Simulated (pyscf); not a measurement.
Optimised with ωB97X-D3(BJ)/def2-SVP in PySCF. MP2 and CC: frozen core, UHF for open shells. ΔMP2 is the change of the MP2 total energy from the triple- to the quadruple-zeta basis.

SMILES: [SiH3][PH][InH2]
```xyz
9

Si    -1.8774     0.7500     0.3333
P     -0.2366    -0.6680     0.9016
In     0.5034    -0.8213    -1.4545
H     -3.0019    -0.0652    -0.2077
H     -2.3438     1.5183     1.5232
H     -1.4905     1.7411    -0.7222
H      0.7070     0.3366     1.2630
H     -0.6776    -1.2971    -2.6175
H      2.1458    -0.4803    -1.8460
```

**Question.** How much does it cost (ΔH, 298 K, CCSD(T)/def2-TZVPP + ΔMP2(QZVPP)) to split H₃Si–PH–InH₂ at its P–Si bond into SiH₃• + •HP–InH₂?

**Answer.** P–Si to SiH₃• + •HP–InH₂: 74.4 kcal/mol. The radicals are drawn with the spin at the cut bond; how far it spreads was not checked. •HP–InH₂ lies 14.9 kcal/mol over its isomer [H₂P–InH]• (electronic energy, ωB97M-D3(BJ)/def2-TZVP). The CCSD(T) − MP2 part came from Ansatz, without density fitting, on the same reference. The frozen core leaves the outer d or s,p core shells of the metals and heavy elements correlated in the MP2 and CC values, and def2-TZVPP describes them poorly, which can shift differences by a few kcal/mol. Elements past Kr carry the def2 core potentials, without spin-orbit coupling.
